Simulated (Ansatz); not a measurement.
System: BeH, charge 0, doublet. BeH (SMILES [BeH], doublet).
B3LYP-D3(BJ)/def2-TZVP minimum from Ansatz (a first-principles code):
```xyz
2

Be     0.0000     0.0000    -0.2695
H      0.0000     0.0000     1.0779
```
Charge 0, spin multiplicity 2.

Property: atomisation energy (electronic, to ground-state atoms), in kJ/mol. UHF or UKS for unpaired electrons; spin-orbit terms are left out. Correlated methods leave the cores frozen. No relativity. CBS(X,Y): correlation extrapolated as X^-3, Hartree-Fock from the larger set. A bracket is a step between two methods taken in the basis named. Full CI freezes restricted core orbitals, also for open shells; the composite that ends in it estimates full CI at the basis-set limit. For partners of very few electrons the exact lower level stands in for a higher one. The restricted determinant of Be ([Be], singlet) is unstable towards broken spin symmetry in at least one set run.

CCSD(T)/CBS(def2-TZVPP,def2-QZVPP) + [FCI - CCSD(T)]/def2-QZVPP (Ansatz) gives 212.1 kJ/mol.

Q: What does PBE/def2-TZVPD (Ansatz) give here, and how do the other levels compare?

A: PBE gives 229.4 kJ/mol, 17.3 kJ/mol above it. Differences of the others: r2SCAN/def2-TZVPD (Ansatz) 36.0; B3LYP/def2-TZVPD (Ansatz) 26.5; PBE0/def2-TZVPD (Ansatz) 18.5; wB97M-V/def2-TZVPD (Ansatz) -3.1; CCSD(T)/CBS(def2-TZVPP,def2-QZVPP) (Ansatz) -0.6 kJ/mol. Nearer than PBE: wB97M-V/def2-TZVPD, CCSD(T)/CBS(def2-TZVPP,def2-QZVPP).
